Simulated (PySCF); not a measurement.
# Li₃, doublet: structure and spectrum

All numbers come from UPBE in PySCF with Li def2-TZVP; no relativity; density-fitted integrals.

The structure is a minimum.

```
Point group                                                                   : C2v
Bond lengths                                                                  : Li–Li 2.810 Å (×2), Li–Li 3.354 Å
Bond angles                                                                   : Li–Li–Li 53.4° (×2), Li–Li–Li 73.3°
Dipole moment                                                                 : 0.28 D
Spin squared ⟨S²⟩                                                             : 0.785
Rotational symmetry number                                                    : 2
Entropy at 298.15 K and 1 bar (electronic part: spin only)                    : 267.2 J/(mol K)
Principal polarisabilities                                                    : 155.5, 226.4, 417.7 bohr³
Principal quadrupole moments (Buckingham, traceless) about the centre of mass : -7.64, -5.56, 13.19 D Å
Atomisation energy without zero-point energy                                  : 141 kJ/mol
Lowest empty level (α)                                                        : -2.06 eV
Zero-point energy                                                             : 3.9 kJ/mol
Heat capacity Cp at 298.15 K                                                  : 55.9 J/(mol K)
Rotational constants                                                          : 0.7093, 0.4271, 0.2666 cm⁻¹
Enthalpy at 298.15 K above 0 K                                                : 14.18 kJ/mol
Highest occupied level (α)                                                    : -2.59 eV
```

Harmonic modes (masses in u: Li 7.016):
```
symmetry  ω (cm⁻¹)  IR (km/mol)
      a1       159          8.1
      b2       180          9.9
      a1       313         18.8
```

In C2v the vibrations span 2a1 + b2. Here b1 is antisymmetric to the molecular plane and b2 lies in it.

Charges (e):
```json
{"atom": "Li1", "Mulliken": "0.04", "Löwdin": "0.00", "polar tensor": "0.16", "spin (Mulliken)": "0.27", "Mayer order to Li1": "–"}
{"atom": "Li2,3", "Mulliken": "-0.02", "Löwdin": "0.00", "polar tensor": "-0.08", "spin (Mulliken)": "0.37", "Mayer order to Li1": "0.64"}
```
Other Mayer orders above 0.3: Li–Li 0.38.

Mulliken populations on Li1: s 2.62, p 0.34.

This need not be the most stable arrangement of these atoms.

The final relaxation and frequency run took 4.7 s on 2 threads of a shared Arm Neoverse V2 host, with 42 basis functions and 8 gradients; the process peaked at 0.48 GiB. Launch command: `OMP_NUM_THREADS=2 python axn.py task.json out`.
